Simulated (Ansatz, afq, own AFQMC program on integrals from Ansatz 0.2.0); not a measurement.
**HCl + GeH₃, doublet in cc-pVTZ along one coordinate**

```xyz
6

Cl   -2.1957    0.0000    0.0000
H    -0.9169    0.0000    0.0000
Ge    1.0223    0.0000    0.0000
H     1.4910   -1.4659    0.0000
H     1.4910    0.7330   -1.2695
H     1.4910    0.7330    1.2695
```

A hydrogen atom is moved from one rigid fragment to the other; the Cl1–H2 distance tells how far. The two fragments are held close together, so this isn't a minimum-energy path and the start is a compressed complex. Energies in eV count from this geometry (1.279 Å) at the same level; the start stands on UHF, each point on the determinant named.

Basis cc-pVTZ. Noble-gas cores (and the filled d shells of Ga–Kr and In–Xe) are frozen. Ansatz 0.2.0 and our own AFQMC program on the same integrals; the CISD trial comes from CCSD amplitudes, and released means the phaseless constraint is let go. ± is one standard error of the sampling. No spin–orbit coupling.

Cautions, each for one point or more: inner d shell frozen; no relativity below Rb; no spin-orbit coupling; the ph-AFQMC/CISD walk drifts between its halves.

```
r(Cl1–H2) / Å  det.     T1  weight  ⟨S²⟩  CCSD(T)  ph-AFQMC/CISD  released AFQMC  wB97M-V    MP2
        1.396   UHF  0.012    0.85  0.77    0.007  0.005 ± 0.008   0.017 ± 0.012   -0.003  0.030
        1.454   UHF  0.013    0.85  0.77    0.056  0.046 ± 0.009   0.062 ± 0.011    0.045  0.097
        1.513   UHF  0.013    0.85  0.78    0.113  0.125 ± 0.008   0.150 ± 0.011    0.102  0.174
        1.571   UHF  0.014    0.85  0.78    0.171  0.172 ± 0.008               –    0.159  0.252
        1.688   UHF  0.015    0.85  0.77    0.317  0.326 ± 0.009  0.333 ± 0.012*    0.302  0.426
```

Weight is that of the determinant in the CISD state; at the start T1 is 0.011 and the weight 0.85, and ⟨S²⟩ is 0.76. An asterisk marks released energies that aren't shown to be converged. A dash marks a missing value, a released energy that hasn't settled or a functional that sits on another state. Largest departures from phaseless AFQMC with a CISD trial: CCSD(T) -0.012 eV at 1.513 (on UHF) (within the noise), released AFQMC 0.025 eV at 1.513 (on UHF) (within the noise), wB97M-V -0.024 eV at 1.688, MP2 0.101 eV at 1.688 (on UHF). The walk's constraint bias lies outside its error bars, so these are departures and not errors. Functionals count only at points shown to share the start's state and spin.

Some points may be missing: those where a free walk finds a much lower state, and past Zn most of those on another determinant than at the start.

A walk keeps the symmetry of its determinant, which the program's search chose and which needn't be the lowest solution, so a lower state of the same spin and another symmetry isn't excluded.
